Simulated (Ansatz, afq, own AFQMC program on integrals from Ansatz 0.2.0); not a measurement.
## Where AFQMC and coupled cluster stand for ZnH, quartet

```tsv
atom	x (Å)	y (Å)	z (Å)
Zn	0.7085	0.5128	-0.7778
H	0.1486	1.3163	3.0927
```

Basis def2-TZVP. Only valence electrons are correlated. Integrals, coupled cluster, full CI and functionals: Ansatz 0.2.0; the random walks run on the same integrals in our own AFQMC program. The CISD trial takes its coefficients from CCSD amplitudes. Released means that phaseless walkers are propagated on without the constraint, phases kept. Free AFQMC starts from the CCSD state and is never constrained. Its projection time is finite, and what remains of the start isn't in its error. ± is one standard error of the sampling. The metal's outer-core s and p shells are frozen, which shifts wave-function levels against functionals.

Determinant: UHF, the one that the program's search chose, which needn't be the lowest solution. The geometry is a PBE0/def2-SVP stationary point of this or a neighbouring charge and spin state.

No full CI on the walks' own integrals is used here; CCSDT(Q) serves as the reference and is uncertain by about the last step of the cluster series.

Cautions: no relativity below Rb; outer-core shells of the metal frozen; higher spins were not checked; the shape changed its bonds on relaxing.

The T1 diagnostic is 0.0120. The weight of the determinant in the CISD state is 0.951 and the ⟨S²⟩ of the determinant is 3.752. The size of the correlated space is 13 electrons in 45 orbitals.

Reference: CCSDT(Q), correlation energy -9.352 eV. The released energy is read at 2.40 1/Eh (meV from the phaseless value at times in 1/Eh: -1.0 ± 1.3 at 0.24, 0.2 ± 2.3 at 0.51, -2.2 ± 2.1 at 0.99, -6 ± 8 at 1.62, 3 ± 4 at 2.40).

```json
{"level": "HF", "E − E(reference) (kJ/mol)": "902.3", "share of correlation (%)": "0.00"}
{"level": "MP2", "E − E(reference) (kJ/mol)": "-71.5", "share of correlation (%)": "107.93"}
{"level": "CCSD", "E − E(reference) (kJ/mol)": "15.9", "share of correlation (%)": "98.24"}
{"level": "CCSD(T)", "E − E(reference) (kJ/mol)": "-0.8", "share of correlation (%)": "100.09"}
{"level": "CCSDT", "E − E(reference) (kJ/mol)": "0.0", "share of correlation (%)": "100.00"}
{"level": "ph-AFQMC/HF", "E − E(reference) (kJ/mol)": "0.0 ± 2.7", "share of correlation (%)": "100.00"}
{"level": "ph-AFQMC/CISD", "E − E(reference) (kJ/mol)": "0.1 ± 0.2", "share of correlation (%)": "99.99"}
{"level": "released AFQMC", "E − E(reference) (kJ/mol)": "0.4 ± 0.4", "share of correlation (%)": "99.95"}
{"level": "free AFQMC", "E − E(reference) (kJ/mol)": "0.2 ± 0.4", "share of correlation (%)": "99.98"}
```

Free projections are given only where their last times agree within the noise and don't stop above the reference; a slow remainder of the start can still hide under it. A walk keeps the symmetry of its determinant, which the program's search chose and which needn't be the lowest solution, so a lower state of the same spin and another symmetry isn't excluded. Released energies are given only where the last usable release times agree within the noise; a slower fall can still hide under it.
